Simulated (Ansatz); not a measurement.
Cost and result for the atomization energy of C3H6FN (`CC/N=C\F`) (11 atoms, 10 bonds).

Cartesian coordinates in Å:
```
C 1.512 0.171 0.210
C 0.192 -0.577 0.193
N -0.895 0.330 0.499
C -1.863 0.468 -0.260
F -2.041 -0.187 -1.427
H 2.342 -0.521 0.056
H 1.542 0.922 -0.583
H 1.653 0.680 1.165
H 0.198 -1.337 0.981
H 0.055 -1.093 -0.762
H -2.693 1.143 -0.072
```

Total charge 0; spin multiplicity 1. The geometry is a stationary point of PBE0-D4/def2-TZVP. It is one conformer, not always the lowest. Program: Ansatz. All runs use 4 threads of an AMD EPYC 9R45 on a shared host. Times are those of one run each, without the atoms' runs, and a repeat can differ threefold. Electronic energies, without spin–orbit coupling; frozen cores. CCSD(T)/CBS adds CCSD(T) − MP2 in def2-TZVPP to the MP2 limit, and its time is that of the two runs behind it. T1 = 0.012. B3LYP takes the VWN-RPA correlation (the form of Gaussian; ORCA's B3LYP/G). HSE06 is the plane-wave form, built on full-range PBE exchange.

CCSD(T)/CBS is a level of theory with its own doubt, some kJ/mol a heavy atom from the limit and from the frozen cores, so smaller differences don't rank the functionals.

| level | functions | wall time | atomization (kcal/mol) | difference from CCSD(T)/CBS | per bond |
| --- | --- | --- | --- | --- | --- |
| BLYP-D4/def2-TZVPP | 239 | 0.65 s | 1052.0 | 9.3 | 0.9 |
| BHLYP-D4/def2-TZVPP | 239 | 0.9 s | 1009.7 | -33.0 | -3.3 |
| HSE06-D4/def2-TZVPP | 239 | 1 s | 1053.5 | 10.8 | 1.1 |
| CAM-B3LYP-D4/def2-TZVPP | 239 | 1.1 s | 1052.5 | 9.8 | 1.0 |
| r2SCAN-D4/def2-TZVPP (with forces) | 239 | 1.3 s | 1046.5 | 3.8 | 0.4 |
| r2SCANh-D4/def2-TZVPP | 239 | 1.4 s | 1038.5 | -4.2 | -0.4 |
| B3LYP-D4/def2-TZVPP (with forces) | 239 | 1.4 s | 1048.1 | 5.4 | 0.5 |
| PBE-QIDH/def2-TZVPP | 239 | 1.8 s | 1038.8 | -3.9 | -0.4 |
| CCSD(T)/def2-SVP | 100 | 1.8 s | 996.2 | -46.5 | -4.6 |
| B97M-V/def2-TZVPP | 239 | 2.3 s | 1045.5 | 2.8 | 0.3 |
| MP2/def2-QZVPP | 465 | 7 s | 1051.0 | 8.3 | 0.8 |
| CCSD(T)/def2-TZVPP | 239 | 36 s | 1016.3 | -26.4 | -2.6 |
| CCSD(T)/CBS(def2) | – | 43 s | 1042.7 | 0.0 | 0.0 |

From BLYP to BHLYP (50 % exact exchange), in def2-TZVPP and without D4, the atomization energy moves by −37.5 kcal/mol: exact exchange takes away binding that semilocal exchange gives to molecules. At CCSD(T), def2-SVP lies −46.5 kcal/mol from the extrapolated value and def2-TZVPP −26.4 kcal/mol: correlation converges slowly with the basis, and small sets miss more of it in the bonded molecule than in its fragments. Leaving LDA and LC-ωPBE aside and taking each functional with its dispersion term where it has one, the values, not all of them listed here, spread over 69.0 kcal/mol, from BHLYP-D4 to PBE-D4. LDA lies +137.1 kcal/mol from PBE without D4, its usual overbinding.
